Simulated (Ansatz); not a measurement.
This singlet lies 2.98 eV below the relaxed triplet at the level composite: frozen-core CCSD(T) with HF/cc-pVQZ and the correlation energy extrapolated as X^-3 from cc-pVTZ and cc-pVQZ, plus CCSDT(Q) minus CCSD(T) in cc-pVDZ // B3LYP-D3(BJ)/def2-TZVP (Ansatz, a program for electronic structure).

Species: C2H4, SMILES `C=C` (lower singlet) (charge 0, multiplicity 1).

Give a relaxed geometry from Ansatz with B3LYP-D3(BJ)/def2-TZVP.

the end point of this relaxation (outside a Z-matrix the atoms follow the SMILES, hydrogens last).
Cartesian coordinates (Å) in one orientation:
```xyz
6

C      0.661    -0.031     0.015
C     -0.661     0.031    -0.015
H      1.215     0.041     0.943
H      1.246    -0.157    -0.889
H     -1.246     0.157     0.889
H     -1.215    -0.041    -0.943
```
